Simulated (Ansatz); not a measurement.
Relaxation of AlH5NO (8 atoms, charge 1, multiplicity 1), to a largest force component of 0.015 eV/Å in at most 40 steps.

Theory: RKS BLYP-D4/cc-pVDZ in Ansatz 0.2.0.

```xyz
8
Properties=species:S:1:pos:R:3
N -1.063 0.643 -0.926
Al 0.123 0.636 0.359
O 0.312 2.309 1.079
H -1.046 0.109 -1.792
H -1.770 1.366 -1.039
H 1.121 -0.136 1.182
H 0.862 2.503 1.860
H -0.080 3.140 0.757
```

Where does it end, and by what steps?

The run converged. Limits of this set-up: the dipole of an ion depends on the origin. After 7 steps the energy has fallen by 0.198 eV; H4 moved furthest, 0.37 Å.

```tsv
step	energy less start (eV)	largest force component (eV/Å)	accepted
0	0.0000	0.950	yes
1	-0.1254	0.954	yes
2	-0.1787	0.698	yes
3	-0.1941	0.222	yes
4	-0.1969	0.135	yes
5	-0.1976	0.055	yes
6	-0.1977	0.038	yes
7	-0.1981	0.009	yes
```

```xyz
8
Properties=species:S:1:pos:R:3
N -1.018 0.700 -0.978
Al 0.176 0.620 0.313
O 0.282 2.373 1.138
H -1.243 -0.107 -1.572
H -1.591 1.501 -1.266
H 1.191 -0.299 1.064
H 0.867 2.594 1.899
H -0.206 3.189 0.881
```

The run took 13 s on 1 thread of Intel(R) Xeon(R) Platinum 8488C (Sapphire Rapids), with other jobs on the host, peak memory 0.17 GiB.
